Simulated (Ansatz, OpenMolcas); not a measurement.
**The same job for OpenMolcas**

This Ansatz 0.2.0 job computes HBS (hydrogen boron sulfide):

molecule.yaml:
```yaml
crystal:
  periodic: [false, false, false]
  atoms:
    - symbol: B
      position_ang: [-0.148110, -0.055107, 0.516733]
    - symbol: S
      position_ang: [0.399170, 0.147640, -1.393290]
    - symbol: H
      position_ang: [-0.469960, -0.173627, 1.640513]
basis:
  gaussian:
    orbitals: STO-3G
hamiltonian:
  xc: {name: B2PLYP}
correlation:
  frozen_orbitals: {B: 1, H: 0, S: 5}
accuracy: high
```

```bash
$ ansatz run molecule.yaml --threads 1 --pin off --max-ram 3480MiB --events-out events.jsonl --progress --plain --runs-dir runs
```

The S2–B1 distance was set to 1.997 Å, away from the relaxed value.

It gives a total energy of -418.618194 Eh.

Question: How is this level of theory, on these atoms, set up in OpenMolcas 26.06 as an input file of the program's own?

Answer: This input was run:

coord.xyz:
```
3

B     -0.148110    -0.055107     0.516733
S      0.399170     0.147640    -1.393290
H     -0.469960    -0.173627     1.640513
```

job.inp:
```
&GATEWAY
BASLIB=$CurrDir
COORD=coord.xyz
BASIS=STO-3G
GROUP=NoSym
&SEWARD
GRIDINPUT
Grid=UltraFine
End of Grid
&SCF
KSDFT=B2PLYP_SCF
THRESHOLDS=1e-10 1e-07 1e-07 1e-05
PRORBITALS=1 1
&MBPT2
FROZEN=6
```

```bash
$ export MOLCAS_MEM=1860
$ pymolcas job.inp > job.log
```

(Basis files named in the input come from the Basis Set Exchange and aren't shown.)

Its energy is -418.618194 Eh, 0.000 mEh from the first.
